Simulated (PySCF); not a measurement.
# Telling isomers of C$_{3}$H$_{3}$NO$_{2}$ apart by NMR

Level of theory: geometry: PBE0-D3(BJ)/def2-SVP, shieldings: GIAO PBE0/pcSseg-1, J: B3LYP/pcJ-1, in PySCF (a single conformation, averaged over atoms made equivalent by symmetry, fast rotation or ring inversion, isolated molecule, no relativistic terms).

References, each an isolated molecule treated in the same way: 1H and 13C against TMS. Multiplet labels drop J under 1 Hz and among equivalent protons, and merge close values. Unscaled 3J(H,H) run several per cent high. Acid and N–H amide carbonyl carbons lie up to 10 ppm further downfield in solution (hydrogen bonding). Shifts are as computed. Against solution values, carbons near 30 ppm lie about +2 ppm off and those near 130 ppm about +5 ppm. Of 1211 compounds with measured shifts, 218 miss one by over three times the rms of a fit or turn the order of signals round; such compounds aren't used in these exercises. OH and NH positions are gas-phase values without hydrogen bonding to other molecules.

(1) Tabulate the signals of `O=CO[C@@H]1C=N1`, `N#CCC(=O)O` and their relative energies.

(2) What is the quickest way to tell O=CO[C@@H]1C=N1 from N#CCC(=O)O?

## Answers

(1) 
| SMILES | carbon types | δC | δH | E rel. (kcal/mol) |
| --- | --- | --- | --- | --- |
| O=CO[C@@H]1C=N1 | 3×CH | 179.7, 165.1, 53.7 | 10.50 (d, 1H), 7.66 (d, 1H), 3.98 (dd, 1H) | 47.9 |
| N#CCC(=O)O | 2×C 1×CH2 | 167.0, 117.3, 22.6 | 6.12 (br s, 1H), 3.07 (s, 2H) | 0.0 |

Energies are electronic energies at PBE0/pcSseg-1 on these geometries, without zero-point or thermal terms, each for the one conformer computed, which needn't be the lowest.

(2) Both give the same number of carbon signals, but DEPT or the intensities differ. The first has a C=N carbon (CH) at 179.7 ppm, the second a carboxylic acid carbon (C) at 167.0 ppm. In the proton spectra the most deshielded non-exchanging signals are 10.50 (d, J = 3.0 Hz, 1H) and 3.07 (s, 2H).
